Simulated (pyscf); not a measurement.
**Insertion: chloromethane (H₃C–Cl) + difluorocarbene (F–C:–F) [singlet] -> F–CH(F)–CH₂–Cl**

Gas phase, singlet surface, charge 0. Bonds broken: C1–H3. Bonds formed: C1–C7, H3–C7. Single points on ωB97X-D3(BJ)/def2-SVP structures (PySCF, gas phase). Correlated levels are frozen-core, on RHF or UHF. ΔMP2 is the change of the MP2 total energy from the triple- to the quadruple-zeta basis.

Transition state (Å):

```xyz
8

C     -0.1976     0.0598    -0.4547
Cl     1.2803     0.9870    -0.4620
H      0.1008    -1.0781     0.4547
H     -1.0764     0.6852    -0.2573
H     -0.3098    -0.5531    -1.3604
F     -0.1495     0.1567     2.1674
C     -0.4860    -0.8853     1.4378
F     -1.8058    -0.9581     1.3685
```

One imaginary mode, 1411i cm⁻¹; descent along it reached the two sides named.

```json
[
 {"bond": "C1–H3", "change": "breaks", "reactant side (Å)": "1.096", "saddle": "1.487", "product side": "2.192"},
 {"bond": "C1–C7", "change": "forms", "reactant side (Å)": "3.8", "saddle": "2.135", "product side": "1.516"},
 {"bond": "H3–C7", "change": "forms", "reactant side (Å)": "3.3", "saddle": "1.161", "product side": "1.104"}
]
```

Electronic energies relative to the separated reactants (kJ/mol):

```json
[
 {"level": "ωB97X-D3(BJ)/def2-TZVP", "barrier": "158.1", "reaction energy": "-251.0", "reverse barrier": "409.1"},
 {"level": "PBE/def2-TZVP", "barrier": "100.4", "reaction energy": "-246.8", "reverse barrier": "347.2"},
 {"level": "r²SCAN/def2-TZVP", "barrier": "106.7", "reaction energy": "-259.2", "reverse barrier": "365.9"},
 {"level": "B3LYP-D3(BJ)/def2-TZVP", "barrier": "131.9", "reaction energy": "-245.8", "reverse barrier": "377.7"},
 {"level": "PBE0-D3(BJ)/def2-TZVP", "barrier": "120.2", "reaction energy": "-266.7", "reverse barrier": "386.9"},
 {"level": "M06-2X/def2-TZVP", "barrier": "147.6", "reaction energy": "-256.4", "reverse barrier": "403.9"},
 {"level": "ωB97M-D3(BJ)/def2-TZVP", "barrier": "158.3", "reaction energy": "-238.9", "reverse barrier": "397.1"},
 {"level": "HF/def2-TZVP", "barrier": "255.6", "reaction energy": "-218.2", "reverse barrier": "473.8"},
 {"level": "MP2/def2-QZVPP", "barrier": "132.4", "reaction energy": "-267.9", "reverse barrier": "400.3"},
 {"level": "CCSD/def2-TZVPP", "barrier": "165.3", "reaction energy": "-245.0", "reverse barrier": "410.3"},
 {"level": "CCSD(T)/def2-TZVPP", "barrier": "145.4", "reaction energy": "-244.6", "reverse barrier": "390.0"},
 {"level": "CCSD(T)/def2-TZVPP + ΔMP2(QZVPP)", "barrier": "142.0", "reaction energy": "-247.5", "reverse barrier": "389.5"}
]
```

With CCSD(T)/def2-TZVPP + ΔMP2(QZVPP) energies and thermal terms (ideal gas, 1 atm, RRHO with modes under 100 cm⁻¹ raised to 100, one conformer, R ln 2 for rigid chiral ones), in kJ/mol:

```tsv
T (K)	ΔH‡	ΔG‡	ΔH	ΔG
298	140.0	185.0	-232.7	-184.1
600	142.3	229.7	-231.6	-135.1
900	145.3	272.8	-228.5	-87.5
1200	148.4	314.9	-224.5	-41.1
```

F–CH(F)–CH₂–Cl lies 23.9 kJ/mol over its isomer H₃C–C(F)(F)–Cl, and others may lie lower still (electronic energy, ωB97M-D3(BJ)). This is the saddle that the search found; another between the same sides may lie lower. The CCSD(T) − MP2 part came from Ansatz, without density fitting, on the same reference.
